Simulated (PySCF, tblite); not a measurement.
# H₃NO: protonation, part 1 of 3

What do calculations give for the protonation of H₃NO (`NO`)?

Computed with tblite 0.8.0 and PySCF 2.14.0 and routines of our own; the level stands in each step. Atoms count from 0.

## 1. The starting structure

5 atoms, charge 0, multiplicity 1; geometry from: start built from the parent or by distance geometry.

## 2. Relaxing the molecule with GFN2-xTB

The job: settings as JSON, then the geometry in Å.

```
{"job": {"kind": "relax", "xc": "GFN2-xTB", "basis": "xTB"}, "charge": 0, "multiplicity": 1}
N     -0.441300    -0.007400     0.286200
O      0.739700    -0.524200     0.045000
H     -1.155300    -0.604300    -0.182400
H     -0.548500     0.984100    -0.077600
H      1.422700     0.157400    -0.105600
```

Started as:

```sh
OMP_NUM_THREADS=1 python redox_run.py task.json out
```

One launch serves the whole session: the jobs run in the order shown.

Log:

```text
step      E/eV     max force
  0    -229.10414    6.394
  1    -229.43760    1.916
  2    -229.48518    0.554
  3    -229.49445    0.344
  4    -229.50140    0.371
  5    -229.51349    0.438
  6    -229.52002    0.314
  7    -229.52856    0.421
  8    -229.54273    0.744
  9    -229.56359    0.972
 10    -229.59835    0.972
 11    -229.61536    0.634
 12    -229.63022    0.522
 13    -229.62367    1.335
 14    -229.65026    0.545
 15    -229.66319    0.377
 16    -229.68531    1.228
 17    -229.69894    0.213
 18    -229.70665    0.155
 19    -229.70995    0.632
 20    -229.71328    0.241
 21    -229.71517    0.154
 22    -229.71856    0.130
 23    -229.71933    0.138
 24    -229.72059    0.130
 25    -229.72209    0.111
 26    -229.72315    0.055
 27    -229.72337    0.041
 28    -229.72338    0.039
 29    -229.72341    0.020
 30    -229.72342    0.009
```

It took 0.06 s on 1 thread of Intel Xeon Platinum 8488C, shared host.

Step by step: (the energy doesn't fall at every step)

| step | energy from step 0 (eV) | largest force (eV/Å) |
| --- | --- | --- |
| 0 | 0.0000 | 6.3938 |
| 1 | -0.3335 | 1.9163 |
| 2 | -0.3810 | 0.5536 |
| 3 | -0.3903 | 0.3441 |
| 4 | -0.3973 | 0.3706 |
| 5 | -0.4093 | 0.4376 |
| 6 | -0.4159 | 0.3144 |
| 7 | -0.4244 | 0.4207 |
| 8 | -0.4386 | 0.7438 |
| 9 | -0.4595 | 0.9723 |
| 10 | -0.4942 | 0.9716 |
| 11 | -0.5112 | 0.6342 |
| 12 | -0.5261 | 0.5220 |
| 13 | -0.5195 | 1.3347 |
| 14 | -0.5461 | 0.5448 |
| 15 | -0.5590 | 0.3768 |
| 16 | -0.5812 | 1.2278 |
| 17 | -0.5948 | 0.2130 |
| 18 | -0.6025 | 0.1548 |
| 19 | -0.6058 | 0.6321 |
| 20 | -0.6091 | 0.2411 |
| 21 | -0.6110 | 0.1537 |
| 22 | -0.6144 | 0.1301 |
| 23 | -0.6152 | 0.1379 |
| 24 | -0.6164 | 0.1298 |
| 25 | -0.6180 | 0.1114 |
| 26 | -0.6190 | 0.0547 |
| 27 | -0.6192 | 0.0410 |
| 28 | -0.6192 | 0.0394 |
| 29 | -0.6193 | 0.0196 |
| 30 | -0.6193 | 0.0090 |

Close pairs (by a distance rule), those that changed most:

```csv
bond,before (Å),after (Å),change (Å)
N0–O1,1.311,1.432,+0.120
N0–H3,1.062,1.020,-0.042
N0–H2,1.042,1.020,-0.022
O1–H4,0.977,0.967,-0.010
```

The next job starts from the end point, and lists it.

## 3. Infrared spectrum with GFN2-xTB

The job: settings as JSON, then the geometry in Å.

```
{"job": {"kind": "ir", "xc": "GFN2-xTB", "basis": "xTB"}, "charge": 0, "multiplicity": 1}
N     -0.419256     0.150564     0.244089
O      0.799454    -0.255569    -0.387822
H     -1.060642    -0.634696     0.135037
H     -0.779405     0.918297    -0.322045
H      1.477093    -0.172890     0.296371
```

Log:

```text
mode    cm-1     km/mol
  1     248.9    229.38
  2    1039.3     37.32
  3    1117.3    158.52
  4    1216.8      0.01
  5    1286.9     38.15
  6    1527.6     27.03
  7    3312.0      5.04
  8    3345.2      4.51
  9    3506.2     22.26
ZPE 99.291  H(298)-E 110.716  G(298)-E 39.763 kJ/mol  S 237.98 J/(mol K)
```

It took 0.07 s on 1 thread of Intel Xeon Platinum 8488C, shared host.

The strongest bands and the atoms that carry them (share of the mass-weighted mode):

```csv
cm⁻¹,km/mol,atoms
249,229.4,"H4 65 %, H2 15 %, H3 15 %"
1039,37.3,"N0 51 %, O1 28 %"
1117,158.5,"H2 28 %, H3 28 %, O1 23 %, H4 12 %"
1287,38.1,H4 73 %
1528,27.0,"H2 46 %, H3 46 %"
3312,5.0,"H2 50 %, H3 46 %"
3345,4.5,"H3 48 %, H2 44 %"
3506,22.3,H4 94 %
```

## 4. Relaxing the molecule at PBE0-D3(BJ)/def2-SVP

The job: settings as JSON, then the geometry in Å.

```
{"job": {"xc": "PBE0", "basis": "def2-SVP", "d3": "d3bj", "grid": 1, "kind": "geom"}, "charge": 0, "multiplicity": 1}
N     -0.419256     0.150564     0.244089
O      0.799454    -0.255569    -0.387822
H     -1.060642    -0.634696     0.135037
H     -0.779405     0.918297    -0.322045
H      1.477093    -0.172890     0.296371
```

Log:

```text
step   0  E = -131.46699372  max force = 0.018224
step   1  E = -131.45839626  max force = 0.046022
step   2  E = -131.46570057  max force = 0.022169
step   3  E = -131.46756444  max force = 0.005111
step   4  E = -131.46773833  max force = 0.002145
step   5  E = -131.46777422  max force = 0.000396
step   6  E = -131.46777552  max force = 0.000144
optimisation converged
```

Wall time 3.2 s (1 thread of Intel Xeon Platinum 8488C, shared host).

The steps of the relaxation: (the energy doesn't fall at every step)

```csv
step,energy from step 0 (eV),largest force component (eV/Å)
0,0.0000,0.9371
1,0.2339,2.3665
2,0.0352,1.1400
3,-0.0155,0.2628
4,-0.0203,0.1103
5,-0.0212,0.0204
6,-0.0213,0.0074
```

Distances of close pairs at the start and the end, largest changes first:

| bond | before (Å) | after (Å) | change (Å) |
| --- | --- | --- | --- |
| N0–O1 | 1.432 | 1.411 | -0.021 |
| O1–H4 | 0.967 | 0.963 | -0.004 |
| N0–H2 | 1.020 | 1.022 | +0.003 |
| N0–H3 | 1.020 | 1.022 | +0.002 |

The next job starts from the end point, and lists it.

```
                         at the end point                  value
  point group (found at 0.08 Å tolerance)                     Cs
rotational constants (GHz, main isotopes)  193.5, 26.323, 26.272
                        dipole moment (D)                   0.57
```

## 5. Harmonic vibrations (H3NO): PBE0-D3(BJ)/def2-SVP

The job: settings as JSON, then the geometry in Å.

```
{"job": {"xc": "PBE0", "basis": "def2-SVP", "d3": "d3bj", "grid": 2, "kind": "hessian"}, "charge": 0, "multiplicity": 1}
N      0.420350    -0.252160     0.116593
O     -0.755648     0.488198    -0.126233
H      1.088257     0.072878    -0.585842
H      0.192548    -1.208464    -0.163257
H     -0.928826     0.904532     0.724419
```

Log:

```text
coarse grid: 4008 points
cycle   1  E = -131.4007067245  dE =  1.071e-01  |g| = 5.084e-01  |ddm| = 2.043e+00
cycle   2  E = -131.3731612020  dE =  2.755e-02  |g| = 6.460e-01  |ddm| = 7.930e-01
cycle   3  E = -131.4491586016  dE = -7.600e-02  |g| = 7.126e-02  |ddm| = 4.621e-01
cycle   4  E = -131.4500056671  dE = -8.471e-04  |g| = 2.636e-02  |ddm| = 6.014e-02
cycle   5  E = -131.4501488014  dE = -1.431e-04  |g| = 3.416e-03  |ddm| = 2.105e-02
cycle   6  E = -131.4501511286  dE = -2.327e-06  |g| = 3.031e-04  |ddm| = 2.663e-03
final grid: 38320 points
cycle   7  E = -131.4677693583  dE = -7.154e-06  |g| = 6.593e-03  |ddm| = 1.118e-02
cycle   8  E = -131.4677588779  dE =  1.048e-05  |g| = 9.942e-03  |ddm| = 1.071e-02
cycle   9  E = -131.4677779436  dE = -1.907e-05  |g| = 4.337e-04  |ddm| = 6.361e-03
cycle  10  E = -131.4677779799  dE = -3.625e-08  |g| = 9.139e-05  |ddm| = 3.855e-04
cycle  11  E = -131.4677779815  dE = -1.658e-09  |g| = 9.122e-06  |ddm| = 6.850e-05
cycle  12  E = -131.4677779816  dE = -2.038e-11  |g| = 1.683e-06  |ddm| = 1.222e-05
converged SCF energy = -131.4677779816

mode    cm-1
  1     423.9
  2     995.6
  3    1149.7
  4    1354.5
  5    1409.5
  6    1670.1
  7    3473.1
  8    3554.6
  9    3869.7
ZPE 107.069  H(298)-E 117.939  G(298)-E 48.159 kJ/mol  S 234.04 J/(mol K)
```

Run time: 7.8 s. Hardware: 1 thread of Intel Xeon Platinum 8488C, shared host; peak memory 0.54 GiB.

Zero-point energy 107.07 kJ/mol (xTB gave 99.29).

## 6. Single point (H3NO): PBE0-D3(BJ)/def2-TZVP

Geometry: PBE0-D3(BJ)/def2-SVP.

The job: settings as JSON, then the geometry in Å.

```
{"job": {"kind": "sp", "xc": "PBE0", "basis": "def2-TZVP", "d3": "d3bj", "grid": 2}, "charge": 0, "multiplicity": 1}
N      0.420350    -0.252160     0.116593
O     -0.755648     0.488198    -0.126233
H      1.088257     0.072878    -0.585842
H      0.192548    -1.208464    -0.163257
H     -0.928826     0.904532     0.724419
```

Log:

```text
coarse grid: 4008 points
cycle   1  E = -131.5855549081  dE =  1.086e-01  |g| = 5.213e-01  |ddm| = 1.464e+00
cycle   2  E = -131.5419979778  dE =  4.356e-02  |g| = 7.319e-01  |ddm| = 7.064e-01
cycle   3  E = -131.6341674849  dE = -9.217e-02  |g| = 7.548e-02  |ddm| = 4.020e-01
cycle   4  E = -131.6349977678  dE = -8.303e-04  |g| = 3.146e-02  |ddm| = 4.808e-02
cycle   5  E = -131.6351829289  dE = -1.852e-04  |g| = 5.565e-03  |ddm| = 1.883e-02
cycle   6  E = -131.6351889643  dE = -6.035e-06  |g| = 4.574e-04  |ddm| = 3.325e-03
final grid: 38320 points
cycle   7  E = -131.6305096901  dE = -1.785e-05  |g| = 7.048e-03  |ddm| = 1.183e-02
cycle   8  E = -131.6304974602  dE =  1.223e-05  |g| = 1.083e-02  |ddm| = 8.078e-03
cycle   9  E = -131.6305185273  dE = -2.107e-05  |g| = 6.899e-04  |ddm| = 4.922e-03
cycle  10  E = -131.6305186041  dE = -7.680e-08  |g| = 1.982e-04  |ddm| = 4.592e-04
cycle  11  E = -131.6305186114  dE = -7.316e-09  |g| = 1.705e-05  |ddm| = 1.226e-04
converged SCF energy = -131.6305186114
```

Wall time 0.75 s (1 thread of Intel Xeon Platinum 8488C, shared host).

## 7. Optimising the geometry with GFN2-xTB

This step treats H₄NO+, `[NH3+]O`.

The job: settings as JSON, then the geometry in Å.

```
{"job": {"kind": "relax", "xc": "GFN2-xTB", "basis": "xTB"}, "charge": 1, "multiplicity": 1}
N      0.436600    -0.258300     0.111300
O     -0.766400     0.496900    -0.149200
H      1.105700     0.065300    -0.582700
H      0.190100    -1.193800    -0.183900
H     -0.932100     0.900700     0.735800
H      0.657000    -0.181800     1.115300
```

Log:

```text
step      E/eV     max force
  0    -230.61419    1.795
  1    -230.71514    1.045
  2    -230.76515    0.846
  3    -230.81060    0.707
  4    -230.83070    0.321
  5    -230.83579    0.281
  6    -230.83975    0.236
  7    -230.84306    0.213
  8    -230.84485    0.152
  9    -230.84544    0.069
 10    -230.84572    0.080
 11    -230.84589    0.059
 12    -230.84595    0.022
 13    -230.84596    0.010
 14    -230.84597    0.011
 15    -230.84599    0.023
 16    -230.84603    0.049
 17    -230.84619    0.131
 18    -230.84626    0.352
 19    -230.84678    0.237
 20    -230.84818    0.218
 21    -230.84473    1.199
 22    -230.79583    1.719
 23    -230.85791    0.616
 24    -230.87276    0.530
 25    -230.86650    1.289
 26    -230.88185    0.258
 27    -230.88437    0.321
 28    -230.88802    0.507
 29    -230.89157    0.526
 30    -230.89599    0.310
 31    -230.89790    0.173
 32    -230.89977    0.146
 33    -230.90222    0.128
 34    -230.90353    0.073
 35    -230.90356    0.157
 36    -230.90386    0.010
 37    -230.90388    0.009
```

Wall time 0.06 s (1 thread of Intel Xeon Platinum 8488C, shared host).

The steps of the relaxation: (not every step is listed) (the energy doesn't fall at every step)

```
step  energy from step 0 (eV)  largest force (eV/Å)
   0                   0.0000                1.7952
   1                  -0.1009                1.0448
   2                  -0.1510                0.8460
   3                  -0.1964                0.7067
   4                  -0.2165                0.3210
   5                  -0.2216                0.2806
   6                  -0.2256                0.2360
   7                  -0.2289                0.2130
   8                  -0.2307                0.1519
  10                  -0.2315                0.0798
  12                  -0.2318                0.0216
  14                  -0.2318                0.0112
  16                  -0.2318                0.0493
  18                  -0.2321                0.3516
  20                  -0.2340                0.2184
  22                  -0.1816                1.7188
  24                  -0.2586                0.5295
  26                  -0.2677                0.2584
  28                  -0.2738                0.5075
  30                  -0.2818                0.3099
  32                  -0.2856                0.1457
  33                  -0.2880                0.1280
  34                  -0.2893                0.0735
  35                  -0.2894                0.1572
  36                  -0.2897                0.0103
  37                  -0.2897                0.0088
```

Close pairs (by a distance rule), those that changed most:

```csv
bond,before (Å),after (Å),change (Å)
N0–O1,1.444,1.393,-0.051
N0–H3,1.011,1.039,+0.028
N0–H2,1.017,1.039,+0.022
O1–H4,0.987,0.976,-0.011
N0–H5,1.031,1.039,+0.008
```

The final coordinates are the input of the step that follows.

## 8. Harmonic vibrations with GFN2-xTB

The job: settings as JSON, then the geometry in Å.

```
{"job": {"kind": "ir", "xc": "GFN2-xTB", "basis": "xTB"}, "charge": 1, "multiplicity": 1}
N      0.390988    -0.281485     0.126547
O     -0.881394     0.284716     0.109920
H      1.062174     0.242943    -0.468431
H      0.257055    -1.228900    -0.279598
H     -0.899593     1.193196     0.466157
H      0.761725    -0.381564     1.092028
```

Log:

```text
mode    cm-1     km/mol
  1     347.3    219.13
  2    1017.5    119.73
  3    1048.0      3.49
  4    1075.6     33.33
  5    1288.8    122.82
  6    1372.6     85.20
  7    1387.3    126.75
  8    1389.0    109.08
  9    3060.1    111.61
 10    3065.0     91.15
 11    3095.3    102.50
 12    3366.3    124.73
ZPE 128.675  H(298)-E 139.883  G(298)-E 68.844 kJ/mol  S 238.27 J/(mol K)
```

It took 0.09 s on 1 thread of Intel Xeon Platinum 8488C, shared host.

Which atoms move in the most intense modes:

| cm⁻¹ | km/mol | atoms |
| --- | --- | --- |
| 347 | 219.1 | H4 72 % |
| 1018 | 119.7 | H3 42 %, H4 20 %, H2 12 %, H5 12 % |
| 1289 | 122.8 | H4 59 %, N0 12 %, O1 10 % |
| 1387 | 126.8 | H5 47 %, H2 45 % |
| 1389 | 109.1 | H3 52 %, H2 23 %, H5 20 % |
| 3060 | 111.6 | H5 48 %, H2 44 % |
| 3095 | 102.5 | H3 83 % |
| 3366 | 124.7 | H4 94 % |

## 9. Optimising the geometry at PBE0-D3(BJ)/def2-SVP

This step treats H₄NO+, `[NH3+]O`.

The job, as its differences from that of step 8:

```diff
@@ -1,2 +1,2 @@
-{"job": {"kind": "ir", "xc": "GFN2-xTB", "basis": "xTB"}, "charge": 1, "multiplicity": 1}
+{"job": {"xc": "PBE0", "basis": "def2-SVP", "d3": "d3bj", "grid": 1, "kind": "geom"}, "charge": 1, "multiplicity": 1}
 N      0.390988    -0.281485     0.126547
```

Log:

```text
step   0  E = -131.79765432  max force = 0.014934
step   1  E = -131.79891568  max force = 0.008190
step   2  E = -131.79908090  max force = 0.002401
step   3  E = -131.79911788  max force = 0.000389
step   4  E = -131.79911909  max force = 0.000125
optimisation converged
```

It took 2.3 s on 1 thread of Intel Xeon Platinum 8488C, shared host.

The steps of the relaxation:

| step | energy from step 0 (eV) | largest force component (eV/Å) |
| --- | --- | --- |
| 0 | 0.0000 | 0.7679 |
| 1 | -0.0343 | 0.4211 |
| 2 | -0.0388 | 0.1235 |
| 3 | -0.0398 | 0.0200 |
| 4 | -0.0399 | 0.0064 |

Close pairs (by a distance rule), those that changed most:

| bond | before (Å) | after (Å) | change (Å) |
| --- | --- | --- | --- |
| N0–O1 | 1.393 | 1.372 | -0.021 |
| N0–H3 | 1.039 | 1.033 | -0.006 |
| N0–H5 | 1.039 | 1.036 | -0.003 |
| N0–H2 | 1.039 | 1.036 | -0.003 |
| O1–H4 | 0.976 | 0.975 | -0.001 |

The end geometry stands in the next job.

```csv
at the end point,value
point group (found at 0.08 Å tolerance),Cs
"rotational constants (GHz, main isotopes)","139.8, 25.347, 24.451"
```

## 10. Harmonic vibrations (H4NO+, [NH3+]O): PBE0-D3(BJ)/def2-SVP

The job: settings as JSON, then the geometry in Å.

```
{"job": {"xc": "PBE0", "basis": "def2-SVP", "d3": "d3bj", "grid": 2, "kind": "hessian"}, "charge": 1, "multiplicity": 1}
N      0.335824    -0.283936     0.271524
O     -0.786994     0.279631    -0.279971
H      1.211664     0.002306    -0.202679
H      0.232385    -1.303678     0.139129
H     -0.724348     1.246019    -0.171091
H      0.423181    -0.111423     1.289517
```

Log:

```text
coarse grid: 4632 points
cycle   1  E = -131.7118721270  dE =  5.333e-01  |g| = 5.923e-01  |ddm| = 2.138e+00
cycle   2  E = -131.6523021232  dE =  5.957e-02  |g| = 8.373e-01  |ddm| = 9.736e-01
cycle   3  E = -131.7830759972  dE = -1.308e-01  |g| = 3.768e-02  |ddm| = 5.708e-01
cycle   4  E = -131.7833117516  dE = -2.358e-04  |g| = 6.565e-03  |ddm| = 2.490e-02
cycle   5  E = -131.7833187659  dE = -7.014e-06  |g| = 8.311e-04  |ddm| = 3.923e-03
final grid: 43688 points
cycle   6  E = -131.7991009093  dE = -1.097e-05  |g| = 6.821e-03  |ddm| = 1.170e-02
cycle   7  E = -131.7990928822  dE =  8.027e-06  |g| = 9.485e-03  |ddm| = 9.507e-03
cycle   8  E = -131.7991099674  dE = -1.709e-05  |g| = 5.626e-04  |ddm| = 5.673e-03
cycle   9  E = -131.7991100264  dE = -5.902e-08  |g| = 9.276e-05  |ddm| = 4.485e-04
cycle  10  E = -131.7991100279  dE = -1.517e-09  |g| = 1.468e-05  |ddm| = 6.174e-05
cycle  11  E = -131.7991100279  dE = -3.917e-11  |g| = 1.055e-06  |ddm| = 1.107e-05
converged SCF energy = -131.7991100279

mode    cm-1
  1     348.5
  2    1099.2
  3    1171.7
  4    1211.6
  5    1482.8
  6    1579.9
  7    1623.7
  8    1626.2
  9    3339.0
 10    3422.0
 11    3454.6
 12    3758.4
ZPE 144.256  H(298)-E 155.320  G(298)-E 84.531 kJ/mol  S 237.43 J/(mol K)
```

It took 11 s on 1 thread of Intel Xeon Platinum 8488C, shared host; peak memory 0.65 GiB.

Zero-point energy 144.26 kJ/mol (xTB gave 128.68).

(Continued in part 2 of 3.)
